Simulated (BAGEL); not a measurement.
# UHF/3-21G (density fitting with qzvpp-jkfit) run of C2H3Si (SMILES [C]#C[SiH3])

Aim: the vertical ionisation energy of C2H3Si at UHF/3-21G (density fitting with qzvpp-jkfit), from 2 runs. 

The calculation is run with BAGEL 1.2.2.

4 further runs of the same task are left out: 3 that didn't finish, 1 set aside as unsound or not needed. Runs told in other sessions of the task aren't counted.

## (1) The structure to begin with

C2H3Si: 6 atoms, total charge 0, spin state doublet. SMILES: `[C]#C[SiH3]`. Geometry: relaxed at PBE0-D4/def2-TZVP.

Bond lengths: C1–C2 1.212 Å, C2–Si3 1.827 Å, Si3–H4 1.482 Å, Si3–H5 1.482 Å, Si3–H6 1.482 Å. Angles: C1–C2–Si3 179.9°, C2–Si3–H4 108.8°, C2–Si3–H5 108.8°, C2–Si3–H6 108.8°, H4–Si3–H5 110.1°, H4–Si3–H6 110.1°, H5–Si3–H6 110.1°.

## (2) The energy at UHF/3-21G (density fitting with qzvpp-jkfit)

calc.json reads:

```json
{ "bagel": [

{
  "title": "molecule",
  "basis": "3-21g",
  "df_basis": "qzvpp-jkfit",
  "angstrom": "true",
  "geometry": [
    { "atom": "C", "xyz": [    1.099800,   -1.943700,    1.067500 ] },
    { "atom": "C", "xyz": [    0.563900,   -0.994100,    0.538900 ] },
    { "atom": "Si", "xyz": [   -0.246300,    0.437400,   -0.257000 ] },
    { "atom": "H", "xyz": [   -1.451000,   -0.035700,   -0.979200 ] },
    { "atom": "H", "xyz": [    0.706200,    1.059100,   -1.207200 ] },
    { "atom": "H", "xyz": [   -0.630600,    1.412800,    0.790800 ] }
  ]
},
{
  "title": "uhf",
  "nopen": 1
},
{
  "title": "print",
  "file": "orbitals.molden",
  "orbitals": "true"
}

]}
```

Started as:

```
BAGEL_NUM_THREADS=1 BAGEL calc.json > calc.out
```

The program printed:

```text
* using 1 threads per process

  ===============================================================
  ===============================================================

  *** Geometry ***

  { "atom" : "C", "xyz" : [      2.078321,     -3.673061,      2.017283 ] },
  { "atom" : "C", "xyz" : [      1.065617,     -1.878577,      1.018373 ] },
  { "atom" : "Si", "xyz" : [     -0.465440,      0.826566,     -0.485660 ] },
  { "atom" : "H", "xyz" : [     -2.741993,     -0.067463,     -1.850420 ] },
  { "atom" : "H", "xyz" : [      1.334525,      2.001409,     -2.281277 ] },
  { "atom" : "H", "xyz" : [     -1.191661,      2.669805,      1.494395 ] },

  Number of auxiliary basis functions:      332

  Since a DF basis is specified, we compute 2- and 3-index integrals:
    o Being stored without compression. Storage requirement is 0.004 GB

  Number of basis functions:       37
  Number of electrons      :       29

    * METHOD: MOLECULE                             0.07

  *** Open-shell HF ***

  === Nuclear Repulsion ===
    76.3671329306

      * DIIS with orbital gradients will be used.

  === UHF iteration (3-21g) ===
      0       -364.20350836          0.02902223           0.02
      1       -364.26695439          0.01187584           0.02
      2       -364.28110051          0.00632056           0.02
      3       -364.28716199          0.00393582           0.02
      4       -364.29052853          0.00161516           0.02
      5       -364.29292274          0.00100176           0.02
      6       -364.29612331          0.00050295           0.02
      7       -364.29866286          0.00034778           0.02
      8       -364.30167938          0.00014869           0.02
      9       -364.30172060          0.00006984           0.02
     10       -364.30175976          0.00004012           0.02
     11       -364.30177087          0.00001559           0.02
     12       -364.30177279          0.00000482           0.02
     13       -364.30177287          0.00000127           0.02
     14       -364.30177288          0.00000065           0.02
     15       -364.30177289          0.00000028           0.02
     16       -364.30177289          0.00000009           0.02
     17       -364.30177289          0.00000002           0.02
     18       -364.30177289          0.00000001           0.02
    * SCF iteration converged.

    * S^2 (UHF) is 1.2105

    * Permanent dipole moment:
           (    0.073722,    -0.129763,     0.072146) a.u.

    * METHOD: UHF                                  0.48

    * METHOD: PRINT                                0.00

  ===============================================================
```

Wall time 0.7 s (1 thread of Arm Neoverse V2, shared host); peak memory 0.082 GiB.

## (3) The singlet cation at the same level

calc.json: that of step 2 with these lines changed.

```diff
@@ -6,3 +6,3 @@
   "df_basis": "qzvpp-jkfit",
-  "angstrom": "true",
+  "angstrom": true,
   "geometry": [
@@ -16,11 +16,4 @@
 },
-{
-  "title": "uhf",
-  "nopen": 1
-},
-{
-  "title": "print",
-  "file": "orbitals.molden",
-  "orbitals": "true"
-}
+{ "title": "hf", "charge": 1 },
+{ "title": "print", "file": "orbitals.molden", "orbitals": true }
```

Started as:

```
BAGEL_NUM_THREADS=1 BAGEL calc.json > calc.out
```

The program printed:

```text
* using 1 threads per process

  ===============================================================
  ===============================================================

  *** Geometry ***

  { "atom" : "C", "xyz" : [      2.078321,     -3.673061,      2.017283 ] },
  { "atom" : "C", "xyz" : [      1.065617,     -1.878577,      1.018373 ] },
  { "atom" : "Si", "xyz" : [     -0.465440,      0.826566,     -0.485660 ] },
  { "atom" : "H", "xyz" : [     -2.741993,     -0.067463,     -1.850420 ] },
  { "atom" : "H", "xyz" : [      1.334525,      2.001409,     -2.281277 ] },
  { "atom" : "H", "xyz" : [     -1.191661,      2.669805,      1.494395 ] },

  Number of auxiliary basis functions:      332

  Since a DF basis is specified, we compute 2- and 3-index integrals:
    o Being stored without compression. Storage requirement is 0.004 GB

  Number of basis functions:       37
  Number of electrons      :       29

    * METHOD: MOLECULE                             0.07

  *** RHF ***

  === Nuclear Repulsion ===
    76.3671329306

      * DIIS with orbital gradients will be used.

  === RHF iteration (3-21g) ===
      0       -363.69701775          0.01823023           0.01
      1       -363.74858578          0.01486806           0.01
      2       -363.76932975          0.00595339           0.01
      3       -363.77701976          0.00288373           0.01
      4       -363.78122243          0.00128788           0.01
      5       -363.78187048          0.00027358           0.01
      6       -363.78188515          0.00005450           0.01
      7       -363.78188602          0.00002450           0.01
      8       -363.78188639          0.00002457           0.01
      9       -363.78188604          0.00002299           0.01
     10       -363.78188404          0.00000956           0.01
     11       -363.78188378          0.00000475           0.01
     12       -363.78188377          0.00000142           0.01
     13       -363.78188377          0.00000049           0.01
     14       -363.78188377          0.00000016           0.01
     15       -363.78188377          0.00000004           0.01
     16       -363.78188377          0.00000003           0.01
     17       -363.78188377          0.00000003           0.01
     18       -363.78188377          0.00000003           0.01
     19       -363.78188377          0.00000003           0.01
     20       -363.78188377          0.00000003           0.01
     21       -363.78188377          0.00000003           0.01
     22       -363.78188377          0.00000001           0.01
     23       -363.78188377          0.00000001           0.01
    * SCF iteration converged.

    * Permanent dipole moment:
           (   -0.899399,     1.593927,    -0.887236) a.u.

    * METHOD: HF                                   0.32

    * METHOD: PRINT                                0.00

  ===============================================================
```

It took 0.54 s on 1 thread of Arm Neoverse V2, shared host; peak memory 0.083 GiB.

## (4) Outcome

Level: UHF/3-21G (density fitting with qzvpp-jkfit).

| quantity | value |
| --- | --- |
| doublet C2H3Si: total energy | -364.30177 Eh |
| doublet C2H3Si: dipole moment | 0.42 D |
| doublet C2H3Si: ⟨S²⟩ | 1.210 |
| singlet cation: total energy | -363.78188 Eh |
| singlet cation: HOMO energy | -18.29 eV |
| singlet cation: LUMO energy | -11.36 eV |
| singlet cation: HOMO–LUMO gap | 6.93 eV |
| vertical ionisation energy (to the singlet cation) | 14.147 eV |

Removing an electron at fixed nuclei costs 14.15 eV (326 kcal/mol). Only the singlet of the ionised species was computed; a triplet could lie lower. ⟨S²⟩ (doublet C2H3Si) is 1.21 where a pure doublet has 0.75: the reference is spin-contaminated.
